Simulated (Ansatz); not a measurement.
# OS: harmonic frequencies at the relaxed geometry

Computed with Ansatz 0.2.0, Python API.

Notebook, run cell by cell (the value of a cell's last expression is shown):

In [1]:
```python
import ansatz as az
import numpy as np
```

In [2]:
```python
BASIS = "def2-SVP"
XC = "pbe0"

geometry = (
    az.Crystal.molecule()
    .atom("O", [0.8397, 0.0, 0.0])
    .atom("S", [-0.8397, 0.0, 0.0])
)
```

In [3]:
```python
calculation = (
    geometry.calculation()
    .basis(gaussian=BASIS)
    .functional(XC)
    .spin("collinear", total=2)
)
symbols = [site.symbol for site in geometry.cartesian_sites]
start = np.array([site.position_ang for site in geometry.cartesian_sites], dtype=float)
data = calculation.relax(force_tolerance=0.003, max_steps=100).run().report
end = np.array(data["positions_ang"])
```

In [4]:
```python
print("final positions (A) and the move of each atom")
for symbol, xyz, old in zip(symbols, end, start):
    print(f"{symbol:2s} {xyz[0]:10.5f} {xyz[1]:10.5f} {xyz[2]:10.5f}   {np.linalg.norm(xyz - old):7.4f}")

# frequencies need a stationary point, so they are taken at the relaxed geometry
minimum = az.Crystal.molecule()
for symbol, place in zip(symbols, end):
    minimum = minimum.atom(symbol, place.tolist())
vibrating = (
    minimum.calculation()
    .basis(gaussian=BASIS)
    .functional(XC)
    .spin("collinear", total=2)
    .phonons(temperatures=(298.15, 498.15, 100))
)
vib = vibrating.run().report["vibrations"]
sums = vib["harmonic_sums"]
modes = [m["omega_inv_cm"] for m in sums["modes_at_gamma"] if m["rigid_motion"] == "no"]
print("frequencies (1/cm):", " ".join(f"{w:.0f}" for w in modes))
print("imaginary modes:", sum(w < 0 for w in modes), " zero-point energy:", round(sums["zero_point_energy_ev"], 4), "eV")
print("T (K)   F_vib (eV)   S_vib (meV/K)   C_vib (meV/K)")
for row in zip(sums["temperatures_k"], sums["vibrational_free_energy_ev"], vib["entropy_ev_per_k"], vib["heat_capacity_ev_per_k"]):
    print(f"{row[0]:6.1f} {row[1]:11.4f} {1000 * row[2]:13.4f} {1000 * row[3]:15.4f}")
```
```text
final positions (A) and the move of each atom
O     0.75092    0.00000    0.00000    0.0888
S    -0.75092   -0.00000   -0.00000    0.0888
frequencies (1/cm): 1183
imaginary modes: 0  zero-point energy: 0.0734 eV
T (K)   F_vib (eV)   S_vib (meV/K)   C_vib (meV/K)
 298.1      0.0733        0.0019          0.0094
 398.1      0.0729        0.0064          0.0225
 498.1      0.0719        0.0129          0.0353
```

Notes:
- The frequencies are harmonic and unscaled, in a modest basis. The result belongs to the one conformer reached from this start, and soft torsions count as harmonic oscillators.
- The species is open-shell (spin multiplicity 3).
- The spin state was assumed, and another may lie lower.
- Finished in 8.7 s on 1 thread of Arm Neoverse V2, with other jobs on the host, peak memory 0.17 GiB.
